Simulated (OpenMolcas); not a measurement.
**C2H2F2 (vinylidene fluoride): levels of theory compared**

We compute a comparison of 6 runs (HF/STO-3G, BHLYP/aug-cc-pVDZ, M06-L/aug-cc-pVDZ, PBE/aug-cc-pVDZ, SVWN5/aug-cc-pVDZ, revPBE/aug-cc-pVDZ) of C2H2F2 (vinylidene fluoride). 

The calculation is run with OpenMolcas 26.06.

### 1 The molecule

The species is C2H2F2 (6 atoms), meant as a singlet with charge 0. As SMILES, `C=C(F)F`. The C2–F3 distance was set to 1.707 Å, away from the relaxed value.

Bond lengths: C1–C2 1.315 Å, C2–F4 1.313 Å, C1–H5 1.079 Å, C1–H6 1.079 Å. Angles: C1–C2–F4 125.2°, C2–C1–H5 119.7°, C2–C1–H6 119.7°, H5–C1–H6 120.6°. A long bond or contact: C2–F3 1.707 Å.

### 2 The energy at HF/STO-3G (run 1)

test.input reads:

```
* C2H2F2 Hartree-Fock
>>> EXPORT MOLCAS_PRINT=2

&gateway
  baslib=$CurrDir
  coord
  6
  angstrom
  C        0.052064       0.461700      -0.900636
  C        0.272964      -0.403900       0.063864
  F       -0.454900      -0.363600       1.607600
  F        1.087164      -1.431400      -0.013236
  H        0.562164       0.351300      -1.844636
  H       -0.637636       1.275500      -0.740436
  basis=STO-3G
  group=NoSym

&seward

&scf
  thresholds=1e-10 1e-07 1e-07 1e-05
  prorbitals=0
```

The basis set STO-3G is read from a file made from the Basis Set Exchange's data (not shown).

Launch:

```bash
$ export MOLCAS_MEM=1860
$ pymolcas test.input > test.log
```

The log of the run:

```text
--- Start Module: gateway ---
[...]
--- Stop Module: gateway /rc=_RC_ALL_IS_WELL_ ---
--- Start Module: seward ---
[...]
      Basis functions           22
--- Stop Module: seward /rc=_RC_ALL_IS_WELL_ ---
--- Start Module: scf ---
[...]
       Convergence after  14 Iterations
[...]
::    Total SCF energy                               -271.9185737455
[...]
      Total spin, S                                     0.0000000000
[...]
      Total electronic charge=   32.000000
      Total            charge=   -0.000000
[...]
      Dipole Moment (debye):
      Origin of the operator (angstrom)=    0.2474   -0.4963    0.2756
                   X=  8.2242E-02               Y=  5.0478E-01               Z= -1.0299E+00           Total=  1.1499E+00
      Quadrupole Moment (debye*angstrom):
[...]
--- Stop Module: scf /rc=_RC_ALL_IS_WELL_ ---
[...]
```

Run time: 1.5 s. Hardware: 1 thread of Arm Neoverse V2, shared host; peak memory 0.37 GiB.

### 3 A single-point energy at BHLYP/aug-cc-pVDZ (run 2)

test.input reads:

```
* C2H2F2 Kohn-Sham DFT

&GATEWAY
  BASLIB
  $CurrDir
  COORD
  6
  angstrom
  C        0.052064       0.461700      -0.900636
  C        0.272964      -0.403900       0.063864
  F       -0.454900      -0.363600       1.607600
  F        1.087164      -1.431400      -0.013236
  H        0.562164       0.351300      -1.844636
  H       -0.637636       1.275500      -0.740436
  BASIS
  aug-cc-pVDZ
  GROUP
  NoSym

&SEWARD
  GRIDINPUT
  Grid=UltraFine
  End of Grid

&SCF
  KSDFT
  HYB_GGA_XC_BHANDHLYP
  THRESHOLDS
  1e-10 1e-07 1e-07 1e-05
  PRORBITALS
  0
```

The basis set aug-cc-pVDZ is read from a file made from the Basis Set Exchange's data (not shown).

Launch:

```bash
$ export MOLCAS_MEM=1860
$ pymolcas test.input > test.log
```

The log of the run:

```text
--- Start Module: gateway ---
[...]
--- Stop Module: gateway /rc=_RC_ALL_IS_WELL_ ---
--- Start Module: seward ---
[...]
      Basis functions          110
--- Stop Module: seward /rc=_RC_ALL_IS_WELL_ ---
[...]
--- Start Module: scf ---
[...]
       Convergence after  16 Iterations
[...]
::    Total KS-DFT energy                            -276.9150700753
[...]
      Total spin, S                                     0.0000000000
[...]
      Total electronic charge=   32.000000
      Total            charge=   -0.000000
[...]
      Dipole Moment (debye):
      Origin of the operator (angstrom)=    0.2474   -0.4963    0.2756
                   X=  4.7031E-01               Y=  1.1314E+00               Z= -2.9412E+00           Total=  3.1862E+00
      Quadrupole Moment (debye*angstrom):
[...]
--- Stop Module: scf /rc=_RC_ALL_IS_WELL_ ---
[...]
```

Run time: 38 s. Hardware: 1 thread of Arm Neoverse V2, shared host; peak memory 0.65 GiB.

Run 3 isn't shown in full; the table further down has it.

### 4 The energy at PBE/aug-cc-pVDZ (run 4)

job.input reads:

```
* C2H2F2 Kohn-Sham DFT
&GATEWAY
BasLib = $CurrDir
Coord
6
angstrom
C        0.052064       0.461700      -0.900636
C        0.272964      -0.403900       0.063864
F       -0.454900      -0.363600       1.607600
F        1.087164      -1.431400      -0.013236
H        0.562164       0.351300      -1.844636
H       -0.637636       1.275500      -0.740436
Basis = aug-cc-pVDZ
Group = NoSym
&SEWARD
GridInput
Grid=UltraFine
End of Grid
&SCF
KSDFT = PBE
Thresholds = 1e-10 1e-07 1e-07 1e-05
PrOrbitals = 1 2
```

The basis set aug-cc-pVDZ is read from a file made from the Basis Set Exchange's data (not shown).

Launch:

```bash
$ export MOLCAS_MEM=1860
$ pymolcas job.input > job.log
```

The log of the run:

```text
--- Start Module: gateway ---
[...]
--- Stop Module: gateway /rc=_RC_ALL_IS_WELL_ ---
--- Start Module: seward ---
[...]
      Basis functions          110
--- Stop Module: seward /rc=_RC_ALL_IS_WELL_ ---
[...]
--- Start Module: scf ---
[...]
       Convergence after  17 Iterations
[...]
::    Total KS-DFT energy                            -276.7719006711
[...]
      Total spin, S                                     0.0000000000
[...]
      Total electronic charge=   32.000000
      Total            charge=   -0.000000
[...]
      Dipole Moment (debye):
      Origin of the operator (angstrom)=    0.2474   -0.4963    0.2756
                   X=  5.4238E-01               Y=  8.4597E-01               Z= -2.6216E+00           Total=  2.8076E+00
      Quadrupole Moment (debye*angstrom):
[...]
--- Stop Module: scf /rc=_RC_ALL_IS_WELL_ ---
[...]
```

Wall time 40 s (1 thread of Arm Neoverse V2, shared host); peak memory 0.65 GiB.

Run 5 isn't shown in full; the table further down has it.

### 5 A single-point energy at revPBE/aug-cc-pVDZ (run 6)

run.input reads:

```
&gateway
 baslib=$CurrDir
 basisset
 C.aug-cc-pVDZ....
 C1 0.052064 0.461700 -0.900636 angstrom
 C2 0.272964 -0.403900 0.063864 angstrom
 End of Basis
 basisset
 F.aug-cc-pVDZ....
 F3 -0.454900 -0.363600 1.607600 angstrom
 F4 1.087164 -1.431400 -0.013236 angstrom
 End of Basis
 basisset
 H.aug-cc-pVDZ....
 H5 0.562164 0.351300 -1.844636 angstrom
 H6 -0.637636 1.275500 -0.740436 angstrom
 End of Basis

&seward
 gridinput
 Grid=UltraFine
 End of Grid

&scf
 ksdft=revPBE
 thresholds=1e-10 1e-07 1e-07 1e-05
 prorbitals=1
```

The basis set aug-cc-pVDZ is read from a file made from the Basis Set Exchange's data (not shown).

Launch:

```bash
$ export MOLCAS_MEM=1860
$ pymolcas run.input > run.log
```

The log of the run:

```text
--- Start Module: gateway ---
[...]
--- Stop Module: gateway /rc=_RC_ALL_IS_WELL_ ---
--- Start Module: seward ---
[...]
      Basis functions          110
--- Stop Module: seward /rc=_RC_ALL_IS_WELL_ ---
[...]
--- Start Module: scf ---
[...]
       Convergence after  19 Iterations
[...]
::    Total KS-DFT energy                            -276.9754387835
[...]
      Total spin, S                                     0.0000000000
[...]
      Total electronic charge=   32.000000
      Total            charge=   -0.000000
[...]
      Dipole Moment (debye):
      Origin of the operator (angstrom)=    0.2474   -0.4963    0.2756
                   X=  5.4758E-01               Y=  8.3123E-01               Z= -2.6083E+00           Total=  2.7918E+00
      Quadrupole Moment (debye*angstrom):
[...]
--- Stop Module: scf /rc=_RC_ALL_IS_WELL_ ---
[...]
```

It took 43 s on 1 thread of Arm Neoverse V2, shared host; peak memory 0.65 GiB.

### 6 The series

| run | level | integration grid | energy (Eh) | dipole moment (D) | HOMO energy (eV) | LUMO energy (eV) | wall time |
| --- | --- | --- | --- | --- | --- | --- | --- |
| 1 | HF/STO-3G | – | -271.918574 | 1.15 | -8.84 | 8.29 | 1.5 s |
| 2 | BHLYP/aug-cc-pVDZ | UltraFine | -276.915070 | 3.19 | -9.92 | -0.47 | 38 s |
| 3 | M06-L/aug-cc-pVDZ | UltraFine | -277.011654 | 2.87 | -7.50 | -2.42 | 57 s |
| 4 | PBE/aug-cc-pVDZ | UltraFine | -276.771901 | 2.81 | -7.27 | -2.83 | 40 s |
| 5 | SVWN5/aug-cc-pVDZ | UltraFine | -275.067797 | 2.87 | -7.46 | -3.06 | 30 s |
| 6 | revPBE/aug-cc-pVDZ | UltraFine | -276.975439 | 2.79 | -7.20 | -2.74 | 43 s |

### 7 Outcome

```
            quantity          value
 run 6: total energy  -276.97544 Eh
run 6: dipole moment         2.79 D
  run 6: HOMO energy       -7.20 eV
  run 6: LUMO energy       -2.74 eV
run 6: HOMO–LUMO gap        4.46 eV
```

The dipole moment (its size) runs from 1.15 D (HF/STO-3G) to 3.19 D (BHLYP/aug-cc-pVDZ). The two ends differ in method and basis. The HOMO–LUMO gap runs from 4.40 eV (SVWN5/aug-cc-pVDZ) to 17.13 eV (HF/STO-3G). Totals of different functionals can't be ranked against each other. In run 1 the basis is minimal, so the values are rough. All runs together took 3.5 min, the longest 57 s.
